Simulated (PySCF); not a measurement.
# N2: the cost of one run

The runs use PySCF 2.14.0, with density-fitted response routines of our own; the level of theory stands in each step. All values are computed, except where a source is named. Atoms are numbered from 0 throughout.

### 1 The molecule as given

2 atoms, charge 0, multiplicity 1; geometry from: GFN2-xTB. The atoms were then displaced at random by about 0.01 Å, so the start is not that level's minimum.

Bonds of the start (Å): N0–N1 1.12.

### 2 Optimising the geometry at PBE0-D3(BJ)/def2-TZVP

What the job is given:

```
{"job": {"xc": "PBE0", "basis": "def2-TZVP", "d3": "d3bj", "grid": 2, "shake": 0.01, "kind": "geom"}, "charge": 0, "multiplicity": 1}
N      0.570900    -0.027670     0.000410
N     -0.553410    -0.001140    -0.012530
```

Started as:

```sh
$ OMP_NUM_THREADS=1 python probes_run.py task.json out
```

One launch serves the whole session: the jobs run in the order shown.

Q: Estimate the wall time and peak memory of this first job on 1 thread of Arm Neoverse N1, shared host.

About 7.2 s, with a peak of 0.27 GiB.
